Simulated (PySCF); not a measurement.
Species: C3H4F2.
Atom-mapped SMILES: `[CH2:1]=[C:2]([F:3])[CH2:4][F:5]` (hydrogens: H6, H7 on C1; H8, H9 on C4)

Structure used (GFN2-xTB), in Å, numbered top down from 1:
```xyz
9
C3H4F2 angstrom
C      1.3477   -0.1820    0.3713
C      0.3103    0.3575   -0.2334
F      0.4563    1.4229   -1.0548
C     -1.1286   -0.0573   -0.1488
F     -1.2814   -1.1321    0.6788
H      1.2144   -1.0271    1.0193
H      2.3393    0.2066    0.2311
H     -1.5039   -0.3438   -1.1394
H     -1.7406    0.7614    0.2507
```

The closed-shell ground state was solved at several levels (PySCF, density fitting, gas phase, non-relativistic).

```json
{"level": "B3LYP/pcJ-1", "basis functions": "175", "HOMO (eV)": "-7.48", "LUMO (eV)": "0.01", "gap (eV)": "7.49", "dipole (D)": "0.34"}
{"level": "CAM-B3LYP/def2-SVPD", "basis functions": "138", "HOMO (eV)": "-9.21", "LUMO (eV)": "1.19", "gap (eV)": "10.40", "dipole (D)": "0.22"}
```

**Question.** Estimate the row for PBE0/pcSseg-1, a basis of 105 functions; the other rows only guide the guess.

**Answer.** HOMO -7.72 eV, LUMO 0.27 eV, gap 7.99 eV, dipole 0.37 D.

**Question.** Over all these levels, which gives the widest orbital gap and which the narrowest?

**Answer.** CAM-B3LYP/def2-SVPD (range-separated hybrid) has the widest, 10.40 eV, and B3LYP/pcJ-1 (global hybrid, 20 % exact exchange) the narrowest, 7.49 eV. Functional and basis both differ between the two, so the spread mixes both effects.

**Question.** How far do the dipole and the HOMO energy spread over the levels?

**Answer.** The dipole runs from 0.22 to 0.37 D (mean 0.31 D) and the HOMO from -9.21 to -7.48 eV.

One conformer stands for the species.
